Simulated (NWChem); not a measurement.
A series in which one site is exchanged, each optimised at PBE0/def2-SVP with NWChem, gas phase unless a solvent is named. This build's default masses of Se (78.918 u) and Br (79.917 u) are each other's, which moves their modes by up to 0.6 %.

A: C(Br)(Cl)(Cl)Cl (CBrCl3; site = Br)
B: ClC(Cl)Cl (CHCl3; site = H)
C: ClC(Cl)(Cl)Cl (CCl₄; site = Cl)
D: FC(Cl)(Cl)Cl (CCl₃F; site = F)

Q: Rank them by SMD solvation free energy in water, PBE0/def2-SVP (kcal/mol), lowest first.

A: B (-1.0), A (0.4), C (1.1), D (1.8)
